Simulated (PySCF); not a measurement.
Orbital picture of MgAl

PBE at R = 2.913 Å; basis Mg def2-SVPD, Al def2-SVPD; no relativity; PySCF 2.14. State: ²Π (doublet), unpaired electrons π ↑. Only the outer orbitals are listed, counted within each symmetry.

| spin | orbital | occ. | ε (eV) | on Mg (%) | main shells (%) |
| --- | --- | --- | --- | --- | --- |
| α | 2π | 1 | -47.46 | 100 | 100 Mg p |
| α | 6σ | 1 | -47.44 | 100 | 100 Mg p |
| α | 2π | 1 | -47.44 | 100 | 100 Mg p |
| α | 7σ | 1 | -8.08 | 17 | 82 Al s, 11 Mg s |
| α | 8σ | 1 | -4.98 | 70 | 70 Mg s, 18 Al p, 12 Al s |
| α | 3π | 1 | -3.22 | 22 | 77 Al p, 20 Mg p |
| α | 3π | 0 | -2.96 | 25 | 74 Al p, 23 Mg p |
| α | 9σ | 0 | -2.75 | 51 | 45 Al p, 37 Mg p, 14 Mg s |
| α | 4π | 0 | -1.21 | 75 | 75 Mg p, 19 Al p |
| β | 2π | 1 | -47.46 | 100 | 100 Mg p |
| β | 6σ | 1 | -47.44 | 100 | 100 Mg p |
| β | 2π | 1 | -47.42 | 100 | 100 Mg p |
| β | 7σ | 1 | -7.57 | 22 | 77 Al s, 15 Mg s |
| β | 8σ | 1 | -4.82 | 73 | 72 Mg s, 14 Al p, 14 Al s |
| β | 3π | 0 | -2.75 | 30 | 70 Al p, 28 Mg p |
| β | 9σ | 0 | -2.65 | 49 | 46 Al p, 41 Mg p, 8 Mg s |
| β | 3π | 0 | -2.19 | 44 | 57 Al p, 42 Mg p |

Problem. Which are the highest filled and the lowest empty level, where do they sit, and how wide is the gap?

Solution. Highest filled α 3π at -3.22 eV (in %: 77 Al p, 20 Mg p); lowest empty α 3π at -2.96 eV (in %: 74 Al p, 23 Mg p); the gap at PBE is 0.26 eV. Both belong to one degenerate shell, split only by its one-sided filling, so this is no excitation gap.

```
bond order (Mayer)                               : 1.04
⟨S²⟩                                             : 0.759
charge on Mg (Mulliken, basis-dependent)         : -0.04
charge on Mg (Löwdin, basis-dependent)           : 0.01
dipole moment (positive dipole means Mg(−)Al(+)) : -1.25 D
polarisability along the bond                    : 208.8 bohr³
polarisability across the bond                   : 118.8 bohr³
```

The state is the lowest determinant that a PBE0 search found; another state may lie lower at other levels.
